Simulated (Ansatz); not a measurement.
# CH2N2: taking an electron away

The task here is to estimate one member of a computed series from the others.

Computed with Ansatz 0.2.0, Gaussian basis. Level: unrestricted cation, the program's frozen cores in correlated methods.

The runs, in order: UKS PBE-D4/def2-TZVPP; UKS r2SCAN-D4/def2-TZVPP; UKS PBE0-D4/def2-TZVPP; UKS B3LYP-D4/def2-TZVPP; UKS wB97X-V/def2-TZVPP; UKS wB97M-V/def2-TZVPP; UKS B2PLYP/def2-TZVPP; UHF-CCSD(T)/def2-TZVPP; UHF-MP2/def2-QZVPP; extrapolation to the limit; then −ε(HOMO) from the neutral's earlier runs with LDA (SPW92), PBE-D4, revPBE-D4, BLYP-D4, r2SCAN-D4, B97M-V, PBE0-D4, B3LYP-D4, r2SCANh-D4, r2SCAN0-D4, HSE06-D4, BHLYP-D4, CAM-B3LYP-D4, LC-ωPBE, ωB97X-V, ωB97M-V.

## The geometry

An earlier PBE0-D4 in a triple-zeta def2 set relaxation fixed the geometry.

SMILES `N=C=N`, 5 atoms, charge 0, spin multiplicity 1.

Atoms are counted from 1 here; the program's logs count them from 0.

Bond lengths: N1–C2 1.217 Å, N1–H4 1.010 Å, C2–N3 1.217 Å, N3–H5 1.010 Å. Angles: C2–N1–H4 119.5°, N1–C2–N3 171.2°, C2–N3–H5 119.5°.

The first run:

File in.yaml:

```yaml
crystal:
  periodic: [false, false, false]
  atoms:
    - {symbol: N, position_ang: [-1.211747, -0.218193, -0.051266]}
    - {symbol: C, position_ang: [0.002652, -0.150372, -0.091018]}
    - {symbol: N, position_ang: [1.208470, -0.241367, -0.227648]}
    - {symbol: H, position_ang: [-1.762822, 0.608214, -0.234881]}
    - {symbol: H, position_ang: [1.813347, -0.071983, 0.563415]}
basis:
  gaussian: {orbitals: def2-TZVPP}
total_charge: 1
magnetization: {spin_polarized: true, initial_magnetization: 1}
hamiltonian: {xc: pbe, dispersion: d4}
```

The run is started by

```console
$ ansatz run in.yaml --threads 4 --pin off --events-out ev --progress --plain --max-ram 10444MiB
```

Among the steps run: Cation, UKS PBE-D4/def2-TZVPP; Cation, UKS r2SCAN-D4/def2-TZVPP; Cation, UKS PBE0-D4/def2-TZVPP; Cation, UKS B3LYP-D4/def2-TZVPP; Cation, UKS wB97X-V/def2-TZVPP; Cation, UKS wB97M-V/def2-TZVPP; Cation, UKS B2PLYP (frozen core)/def2-TZVPP; Cation, UHF-CCSD(T)/def2-TZVPP; Cation, UHF-MP2/def2-QZVPP.

One of the session's tables, all rows but one given; the rest of the session is left out.

Orbital estimates, from the neutral's runs:

```
  functional  −ε(HOMO) (eV)
 LDA (SPW92)           7.06
      PBE-D4           6.90
   revPBE-D4           6.84
     BLYP-D4           6.77
   r2SCAN-D4           7.19
      B97M-V           7.24
     PBE0-D4           8.28
    B3LYP-D4           8.04
  r2SCANh-D4           7.71
  r2SCAN0-D4           8.49
    HSE06-D4           7.88
    BHLYP-D4           9.56
CAM-B3LYP-D4           9.66
     LC-ωPBE          11.01
     ωB97X-V              ?
     ωB97M-V          10.54
```

Q: Estimate the row for ωB97X-V from the others.

As computed: −ε(HOMO) (eV): 10.64. In the column «−ε(HOMO) (eV)» it lies between ωB97M-V (10.54) and LC-ωPBE (11.01).

To keep in mind: The cation may have settled in a state other than its lowest; no search over hole states beyond the program's own was made.
